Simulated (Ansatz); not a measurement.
# Relative stability

The two ends of one reaction step of CH7AlSi, singlet (PBE0-D4/def2-TZVP).

A:

Al1  (-1.095, -1.246, -0.823)
Si2  (1.004, 1.364, -1.021)
H3  (1.433, 0.002, -0.597)
C4  (-0.987, -1.360, 1.165)
H5  (-0.385, 1.579, -0.532)
H6  (1.906, 2.373, -0.405)
H7  (1.045, 1.469, -2.498)
H8  (-1.219, -0.408, 1.659)
H9  (0.005, -1.672, 1.513)
H10  (-1.707, -2.100, 1.539)
(Å)

B:

```tsv
atom	x (Å)	y (Å)	z (Å)
Al1	0.2165	0.1936	0.7918
Si2	0.6610	1.2311	-1.3949
H3	0.7871	0.9071	2.0973
C4	-0.8247	-1.4465	0.9890
H5	-0.1255	2.4925	-1.5444
H6	2.0974	1.6044	-1.5521
H7	0.3014	0.3563	-2.5483
H8	-1.7226	-1.2546	1.5874
H9	-0.2502	-2.2024	1.5356
H10	-1.1403	-1.8815	0.0386
```

Program: Ansatz 0.2.0. Basis: def2-TZVPP. Cores are frozen in the correlated methods. B3LYP uses VWN-RPA correlation.

Which structure is lower at CCSD(T), and by how much? (Judge from chemistry; the value comes from the calculation.)

Computed: B, by 1.033 eV (electronic energy, against the other). By their contacts, A is a complex of CH₃Al ([CH3][Al]) + SiH₄ and B is CH₇AlSi ([CH3][AlH][SiH3]).

All methods give the same order:

```csv
method,E(B) − E(A) (eV)
SPW92,-1.152
PBE-D4,-1.068
BLYP-D4,-0.879
r2SCAN-D4,-1.240
B97M-V,-1.195
PBE0-D4,-1.136
B3LYP-D4,-0.967
r2SCAN0-D4,-1.230
BHLYP-D4,-1.025
CAM-B3LYP-D4,-1.053
wB97X-V,-1.192
wB97M-V,-0.965
B2PLYP,-1.059
PBE-QIDH,-1.199
RPA on PBE,-0.929
HF,-1.056
MP2,-1.102
CCSD,-1.024
CCSD(T),-1.033
```

No T1 diagnostic of these runs exceeds 0.012. The restricted Hartree–Fock reference is unstable towards an unrestricted one at one or more of these structures.

Labels in which every atom is bracketed show which atoms are joined, not bond orders.

For scale, one of the runs: CCSD(T)/def2-TZVPP, 213 basis functions, launched by `ansatz run in.yaml --threads 2 --pin off --events-out ev --progress --plain --max-ram 4352MiB`. The run took 49 s on 2 CPU threads of an Intel Xeon Platinum 8488C (shared host), with 2.7 GiB of host memory at its peak.
